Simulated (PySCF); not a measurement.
BeH, SMILES [BeH+], charge +1.

Geometry: r2SCAN-D4/def2-TZVPD. The spin state was assumed, not searched.

Vertical ionisation energy (IE) and electron affinity (EA) in eV. Rows of orbital energies are one-electron estimates. Where ΔSCF, EOM or ADC give a negative EA the extra electron is unbound and the value depends on the basis.

```csv
level,IE,EA
"−ε(HOMO), −ε(LUMO), HF/def2-TZVPD (PySCF)",20.35,7.84
"−ε(HOMO), −ε(LUMO), PBE/def2-TZVPD (PySCF)",15.85,11.49
```
